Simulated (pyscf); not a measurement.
Optimised with ωB97X-D3(BJ)/def2-SVP in PySCF. MP2 and CC: frozen core, UHF for open shells. ΔMP2 is the change of the MP2 total energy from the triple- to the quadruple-zeta basis.

**Question.** Estimate the classical barrier height and the reaction energy of SiH₂ (SMILES [SiH2]) [singlet] + NH₃ (SMILES N) -> H₂N–SiH₃ (SMILES N[SiH3]) at CCSD(T)/def2-TZVPP + ΔMP2(QZVPP). The step runs on the singlet surface, breaks H–N and forms H–Si, N–Si; take the separated reactants as zero.

**Answer.** ΔE‡ = 40.8 kJ/mol, ΔE = -273.6 kJ/mol. Zero-point energy shifts the barrier by +3.4 kJ/mol. It is an insertion, with an imaginary mode of 1650i cm⁻¹. On the reactant side the descent ends in an adduct with a N–Si contact, 136.5 kJ/mol under the separated species and 163.4 kJ/mol under the saddle at ωB97X-D3(BJ)/def2-TZVP. What is counted as formed (N–Si) is already present as a longer contact in the reactant adduct; forming that adduct is a step of its own. At ωB97X-D3(BJ) the barrier from the zero used here is 27.0 kJ/mol. The same reactants have a lower exit, to H₂N–SiH: [singlet] + H₂ (barrier +15.3 kJ/mol at ωB97M-D3(BJ), against +37.8 kJ/mol here). One saddle was located; it need not be the lowest between these sides. The CCSD(T) − MP2 part came from Ansatz, without density fitting, on the same reference.
